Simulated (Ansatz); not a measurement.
**Relaxing Y2Be**

Method: DFT PBE, scalar-relativistic, plane waves, PAW in Ansatz 0.2.0. Cutoff 420 eV, Γ-centred k mesh, Gaussian smearing, no spin polarisation in the final step.

The start puts Y2Be on the cubic Laves (C15) structure type (Fd-3m, No. 227), with Be in place of Mg, Y in place of Cu, at a guessed volume.

```
Y Be
1.0
     0.00000    3.94815    3.94815
     3.94815    0.00000    3.94815
     3.94815    3.94815    0.00000
Y Be
4 2
Direct
  0.62500 0.62500 0.62500
  0.12500 0.62500 0.62500
  0.62500 0.62500 0.12500
  0.62500 0.12500 0.62500
  0.00000 0.00000 0.00000
  0.25000 0.25000 0.25000
```

Cell and atoms relax at zero pressure; the relaxation can't lower the symmetry of the start. After a coarse first stage the cell is made exact in the group found at 0.06 Å.

Formation energies are uncorrected and refer to the elements' standard structures at the same level.

**Question.** Which crystal results?

**Answer.** It keeps Fd-3m (No. 227). The result has the cubic Laves (C15) structure. Conventional cell: a = 8.656 Å. Around Y lie 6 Y at 3.06 Å and 6 Be at 3.59 Å; Be is coordinated by 12 Y at 3.59 Å and 4 Be at 3.75 Å.

```xyz
6
Lattice="0.0000 4.3281 4.3281 4.3281 0.0000 4.3281 4.3281 4.3281 0.0000" Properties=species:S:1:pos:R:3 pbc="T T T"
Y     5.4101    5.4101    5.4101
Y     5.4101    3.2461    3.2461
Y     3.2461    3.2461    5.4101
Y     3.2461    5.4101    3.2461
Be    0.0000    0.0000    0.0000
Be    2.1640    2.1640    2.1640
```

**Question.** What are its volume, energy, density and gap?

**Answer.** The volume per atom is 27.03 Å³. The density is 3.83 g/cm³. The energy over the elements is 1.01 eV/atom and the gap on the 8×8×8 mesh is 0 eV (a metal).

The final run used a 8×8×8 mesh on its 6-atom cell and 0.10 eV smearing. For metals, differences of a few meV/atom aren't resolved. A structure relaxed within its symmetry needn't be a true minimum.

Cost: 3 runs of about 0.72 core-minutes in all, on Arm Neoverse V1 (shared hosts).